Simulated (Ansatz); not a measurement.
**BHS (singlet): wave-function methods side by side at distance B1–H3 = 1.175 Å, 6-31G**

Aim: climb from Hartree-Fock through coupled cluster and multireference methods for BHS (singlet) at one geometry and basis, and see what each rung misses.

Computed with Ansatz 0.2.0, Gaussian basis. Level: 6-31G, core rule «outside noble gas», up to 6 orbitals frozen.

To be run: UHF; CCSD(T) on RHF; BCCD(T) on RHF; CISD; CCSDT(Q) on RHF; CISDTQ; CCSDTQ on RHF; CASSCF and MRCISD+Q, 2 electrons in 2 orbitals; CASSCF and NEVPT2, 2 electrons in 2 orbitals; CASSCF and MRCISD+Q, 10 electrons in 9 orbitals; CASSCF and NEVPT2, 10 electrons in 9 orbitals; Full CI.

16 further runs of the same task are left out: 12 that didn't finish, 4 set aside as unsound or not needed.

## (1) The geometry

The geometry derives from a PBE0/def2-TZVP stationary point (not a proven minimum). One bond is set to the value named and the two fragments are kept rigid.

3 atoms, charge 0, spin multiplicity 1.

Atoms are counted from 1 here; the program's logs count them from 0.

Bond lengths: B1–S2 1.598 Å, B1–H3 1.175 Å. Angles: S2–B1–H3 180.0°.

## (2) UHF

File in.yaml:

```yaml
crystal:
  periodic: [false, false, false]
  atoms:
    - {symbol: B, position_ang: [0.000000, 0.000000, 0.140933]}
    - {symbol: S, position_ang: [0.000000, 0.000000, -1.456867]}
    - {symbol: H, position_ang: [0.000000, 0.000000, 1.315933]}
basis:
  gaussian: {orbitals: 6-31G}
magnetization: {spin_polarized: true, initial_magnetization: 0}
hamiltonian: {xc: hf}
output: {orbitals: {seedname: orbitals}}
```

Launch:

```
ansatz run in.yaml --threads 1 --pin off --events-out ev --progress --plain --max-ram 2393MiB
```

Further steps of the session: CCSD(T) on RHF; BCCD(T) on RHF; CISD; CCSDT(Q) on RHF; CISDTQ; CCSDTQ on RHF; CASSCF and MRCISD+Q, 2 electrons in 2 orbitals; CASSCF and NEVPT2, 2 electrons in 2 orbitals; CASSCF and MRCISD+Q, 10 electrons in 9 orbitals; CASSCF and NEVPT2, 10 electrons in 9 orbitals; Full CI.

**Question.** What will the summary of the whole plan be? Wanted: FCI below the RHF energy; RMP2 from FCI; RCCSD from FCI; RCCSD(T) from FCI; RCCSDT(Q) from FCI; NEVPT2 valence from FCI; MRCISD+Q valence from FCI; T1 diagnostic; effectively unpaired electrons.

As calculated:

| quantity | value |
| --- | --- |
| FCI below the RHF energy | -3.5987 eV |
| RMP2 from FCI | +50.3 kJ/mol |
| RCCSD from FCI | +16.9 kJ/mol |
| RCCSD(T) from FCI | +2.1 kJ/mol |
| RCCSDT(Q) from FCI | -0.1 kJ/mol |
| NEVPT2 valence from FCI | +27.9 kJ/mol |
| MRCISD+Q valence from FCI | +0.6 kJ/mol |
| levels within 1 kcal/mol (43 meV) | RCCSD(T), BCCD(T), RCCSDT, CISDTQ, RCCSDT(Q), RCCSDTQ, MRCISD valence, MRCISD+Q valence |
| T1 diagnostic | 0.028 |
| effectively unpaired electrons | 0.07 |

**Reading.** RCCSD(T) misses by +2.1 kJ/mol, 0.6 % of the correlation energy. RCCSDT falls below full CI, which methods that aren't variational can do. One determinant dominates. Of the multireference levels listed MRCISD+Q valence comes nearest in total energy (+0.6 kJ/mol), which doesn't show that its space is the better one. These misses are within one basis, not against nature.
